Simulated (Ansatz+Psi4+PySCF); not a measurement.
A calculation with Ansatz (development build ahead of 0.2.0).

```yaml
crystal:
  periodic: [false, false, false]
  atoms:
    - { symbol: O, position_ang: [0.4132, 0.2358, 0.1294] }
    - { symbol: C, position_ang: [-0.5509, -0.3144, -0.1725] }
basis:
  gaussian: { orbitals: aug-cc-pVTZ }
total_charge: -1
magnetization:
  initial_magnetization: 1
hamiltonian:
  xc: hf
correlation:
  method: mp2
  frozen_orbitals: { C: 1, O: 1 }
scf:
  omitted_lower_state_checks: [stability, starts, atomic_configurations, cluster_reference, orbital_swaps, given_window_search, neighbouring_geometries, increment]
```

The input is written out in the form of the current development build from the run's settings. Correlation on restricted open-shell orbitals is semicanonical, with singles.

Results

```
Converged                                                          : yes
Reference energy                                                   : -112.70882 hartree
Correlation energy                                                 : -0.37217 hartree
Total energy                                                       : -113.08099 hartree
Spin squared of the determinant                                    : 0.750
Occupied orbitals by symmetry in an Abelian subgroup (alpha; beta) : 6 A1 1 B1 1 B2; 5 A1 1 B1 1 B2
```

This is not the lowest solution: another run reaches a determinant 0.05 eV lower.
